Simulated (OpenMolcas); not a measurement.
# Potential curves of Mg₂: spin–orbit levels

Computed with OpenMolcas 26.06: state-averaged CASSCF(4,8) over Mg 3s 3p, Mg 3s 3p, XMS-CASPT2 (IPEA 0.25, imaginary shift 0.2 hartree), scalar X2C, ANO-RCC-VTZP, then RASSI spin–orbit state interaction with atomic mean-field integrals. C2 symmetry about the axis (a holds Σ, Δ, Γ; b holds Π, Φ, H; Σ⁺ and Σ⁻ are not told apart); roots by multiplicity and irrep: 1a 3, 3a 2, 3b 6, 1b 4.

XMS-CASPT2 energies with spin–orbit state interaction in eV from the lowest point. Curves are followed by energy order within each symmetry, so they are adiabatic and may change character at avoided crossings and where g and u states cross; for Ω = 0 the + and − levels are counted together.

```
R (Å)  (1)Ω=0  (2)Ω=0  (3)Ω=0  (1)Ω=1  (1)Ω=2  (4)Ω=0  (2)Ω=1
3.077   0.212   1.927   1.927   1.929   1.931   2.001   2.001
3.256   0.130   2.024   2.024   2.025   2.027   2.043   2.043
3.417   0.083   2.110   2.130   2.110   2.133   2.130   2.132
3.578   0.053   2.188   2.230   2.188   2.234   2.230   2.232
3.757   0.031   2.279   2.334   2.279   2.338   2.334   2.336
3.936   0.016   2.365   2.425   2.365   2.428   2.425   2.427
4.186   0.005   2.470   2.526   2.470   2.530   2.526   2.528
4.508   0.000   2.572   2.616   2.572   2.620   2.616   2.618
5.009   0.002   2.667   2.694   2.667   2.698   2.694   2.696
5.725   0.026   2.725   2.737   2.725   2.742   2.737   2.739
6.798   0.066   2.750   2.752   2.751   2.758   2.754   2.754
8.229   0.075   2.745   2.745   2.747   2.750   2.746   2.749
```

The 7 lowest clean curves are shown; the next is (5)Ω=0, from 2.74 eV. Left out for impure symmetry, kinks or missing points, though low: (3)Ω=1. g and u states are not told apart. Only roots inside an energy window near the equilibrium distance were included, so the list of states is not complete; labels number the states computed. Each spin and symmetry block has orbitals of its own, averaged over its own roots, so gaps between blocks are less sure than gaps within one and near the minimum can be off by tenths of an eV, in bad cases by more. No Rydberg orbitals are active, so Rydberg states, and σ→σ* states whose orbital the CASSCF left unused, can be missing between those listed. At stretched bonds a block can hold a wrong CASSCF solution and miss its lowest state; points past a visible jump are left out. Points that failed a check (symmetry, reference weights, a jump) are left out.
